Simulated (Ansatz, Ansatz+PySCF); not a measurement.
```xyz
10

N     1.1180   -0.0058    0.0081
C     0.3263    1.1239    0.0040
C    -0.9843    0.7014    0.0033
C    -0.9924   -0.7101   -0.0030
C     0.3411   -1.1154   -0.0061
H     2.1265    0.0060    0.0080
H     0.7782    2.1221    0.0014
H    -1.8597    1.3719    0.0019
H    -1.8559   -1.3677   -0.0091
H     0.7609   -2.1165   -0.0020
```

RHF on singlet C4H5N was run in several spherical basis sets with Ansatz (development build ahead of 0.2.0).

(1) Rank the basis sets by the total energy that they give, lowest first, with the distance from the lowest.
A. def2-TZVP
B. 6-31G(d)
C. def2-SVP
D. STO-3G
E. cc-pVDZ

Results:

(1) A (0.00 eV), E (1.61 eV), B (2.24 eV), C (6.20 eV), D (72.48 eV).

Totals follow the description of the cores as much as that of the bonds, so this order isn't one of quality for chemistry.
